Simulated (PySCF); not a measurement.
Compound: C3H6ClF.
Structure used (PBE0-D3(BJ)/def2-SVP), in Å, numbered top down from 1:
```xyz
11
C3H6ClF angstrom
F      1.3119   -0.7173    1.1041
C      1.1735   -0.2595   -0.1860
C     -0.0352    0.6411   -0.2801
C     -1.3307   -0.0512    0.0865
Cl    -1.7591   -1.3325   -1.0914
H      1.0593   -1.1303   -0.8526
H      2.0906    0.2850   -0.4664
H     -0.1010    1.0531   -1.3000
H      0.0995    1.4941    0.4068
H     -1.2453   -0.5355    1.0681
H     -2.1714    0.6540    0.1081
```

Computed at PBE0/pcSseg-1 (PySCF, non-relativistic), with Q(35Cl) = −0.0817 b: Cl5, 35Cl (I = 3/2): χzz = -74.74 MHz, η = 0.031.

(1) Find the zero-field quadrupole resonance frequencies of 35Cl at Cl5.

(2) Apply the simplest Townes–Dailey estimate (no s hybridisation, no π bonding), ionic character = 1 − χzz/χ0, where χ0 is the coupling for one missing p electron along the bond: −109.74 MHz for 35Cl.

Answers

(1) From ν = (|χ|/2)√(1 + η²/3): ν = 37.37 MHz (alkyl chlorine). For 37Cl the ratio of quadrupole moments, 0.7881, gives 29.45 MHz.

(2) Cl5 on C4: 1 − (-74.74)/(-109.74) = 0.32. In this model a purely covalent bond gives χ0 and a free halide ion gives zero; s hybridisation or π bonding, where present, is counted here as ionic character.

In a crystal, neighbours and librations shift these lines. Geometry: PBE0-D3(BJ)/def2-SVP, one conformer, isolated molecule. With so small a basis the couplings can be 20 % off.

These values come from a run that also computed NMR shieldings. The run took 8.5 s on one thread, Arm Neoverse V1, shared host.
